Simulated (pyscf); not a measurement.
PySCF, gas phase, ωB97X-D3(BJ)/def2-SVP geometries.

**Question.** For the elementary gas-phase step `[CH3][N]([CH3])[AlH][NH2]` + `[H][H]` -> `[CH3][N]([CH3])[AlH2]` + `[NH3]` (singlet surface; Al–N, H–H broken, Al–H, H–N formed), what barrier and reaction energy does ωB97M-D3(BJ)/def2-TZVP give, measured from the separated reactants?

**Answer.** ΔE‡ = 22.8 kcal/mol, ΔE = +15.4 kcal/mol. Zero-point energy shifts the barrier by +2.7 kcal/mol. It is a four-centre exchange, with an imaginary mode of 1327i cm⁻¹. On the product side the descent ends in an adduct with a Al–N contact (not fully relaxed), 24.7 kcal/mol under the separated species and 30.8 kcal/mol under the saddle at ωB97X-D3(BJ)/def2-TZVP. What is counted as broken (Al–N) persists as a longer contact in the product adduct; parting that adduct is a step of its own. At the saddle there is also a short Al–H contact that neither side keeps. H₃C–N(CH₃)–AlH₂ lies 36.8 kcal/mol over its isomer H₃C–Al(CH₃)–NH₂, and others may lie lower still (electronic energy, ωB97M-D3(BJ)). This is the saddle that the search found; another between the same sides may lie lower.
